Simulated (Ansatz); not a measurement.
## Molecular dynamics, step by step

CH2BCl (SMILES B=CCl), closed shell, PBE0-D4/def2-SVP (Ansatz 0.2.0). Settings (timestep in fs, temperature in K; T counts 9 degrees of freedom):

```yaml
hamiltonian: {xc: pbe0, dispersion: d4}
md: {n_steps: 40, timestep: 0.5, temperature: 100, ensemble: nve, seed: 854, initial_velocities: maxwell_boltzmann}
```

Start (the SMILES describes the start alone):

| atom | x (Å) | y (Å) | z (Å) |
| --- | --- | --- | --- |
| B1 | -0.7435 | 0.2497 | -0.5130 |
| C2 | 0.3034 | -0.0538 | 0.3434 |
| Cl3 | 1.7238 | -1.0195 | -0.0146 |
| H4 | -1.6277 | 0.5280 | -1.1842 |
| H5 | 0.3439 | 0.2955 | 1.3683 |

| step | time (fs) | potential energy less the start (meV) | kinetic energy (meV) | T (K) |
| --- | --- | --- | --- | --- |
| 0 | 0.00 | 0.0 | 38.8 | 100 |
| 2 | 1.00 | -14.5 | 53.1 | 137 |
| 4 | 2.00 | -15.1 | 53.8 | 139 |
| 6 | 3.00 | -7.4 | 46.3 | 119 |
| 8 | 4.00 | -0.4 | 39.4 | 102 |
| 10 | 5.00 | -0.2 | 39.2 | 101 |
| 12 | 6.00 | -9.3 | 48.2 | 124 |
| 14 | 7.00 | -21.9 | 60.6 | 156 |
| 16 | 8.00 | -24.8 | 63.4 | 163 |
| 18 | 9.00 | -9.6 | 48.3 | 125 |
| 20 | 10.00 | 13.0 | 26.1 | 67 |
| 22 | 11.00 | 21.1 | 18.1 | 47 |
| 24 | 12.00 | 7.4 | 31.5 | 81 |
| 26 | 13.00 | -12.5 | 51.1 | 132 |
| 28 | 14.00 | -18.9 | 57.4 | 148 |
| 30 | 15.00 | -6.8 | 45.5 | 117 |
| 32 | 16.00 | 10.5 | 28.6 | 74 |
| 34 | 17.00 | 14.0 | 25.2 | 65 |
| 36 | 18.00 | -2.8 | 41.8 | 108 |
| 38 | 19.00 | -25.5 | 64.0 | 165 |
| 40 | 20.00 | -29.1 | 67.4 | 174 |

Step 8, positions (Å) and forces (eV/Å):

```csv
atom,x,y,z,Fx,Fy,Fz
B1,-0.732,0.249,-0.515,-1.452,0.364,-1.029
C2,0.306,-0.059,0.350,0.868,-0.329,0.228
Cl3,1.723,-1.019,-0.015,-0.338,0.155,-0.061
H4,-1.717,0.542,-1.212,1.048,-0.303,0.677
H5,0.325,0.328,1.369,-0.125,0.114,0.184
```

Step 22, positions (Å) and forces (eV/Å):

| atom | x | y | z | Fx | Fy | Fz |
| --- | --- | --- | --- | --- | --- | --- |
| B1 | -0.735 | 0.252 | -0.531 | 1.997 | -0.704 | 1.657 |
| C2 | 0.323 | -0.071 | 0.366 | -1.115 | 0.306 | -1.510 |
| Cl3 | 1.718 | -1.016 | -0.017 | 0.001 | 0.004 | 0.103 |
| H4 | -1.665 | 0.508 | -1.141 | -1.079 | 0.322 | -0.839 |
| H5 | 0.269 | 0.376 | 1.351 | 0.196 | 0.071 | 0.589 |

Step 28, positions (Å) and forces (eV/Å):

```tsv
atom	x	y	z	Fx	Fy	Fz
B1	-0.721	0.247	-0.525	-0.235	-0.080	0.098
C2	0.322	-0.071	0.364	-0.573	0.210	-0.919
Cl3	1.715	-1.015	-0.018	0.071	-0.038	0.105
H4	-1.710	0.515	-1.171	0.534	-0.115	0.222
H5	0.264	0.381	1.350	0.204	0.023	0.493
```

Last step (40):

B1  (-0.707, 0.239, -0.516)
C2  (0.314, -0.067, 0.355)
Cl3  (1.711, -1.013, -0.018)
H4  (-1.646, 0.495, -1.162)
H5  (0.299, 0.357, 1.371)
(Å)

The run took about 29 s on 2 CPU threads of an Arm Neoverse V1 (shared host).
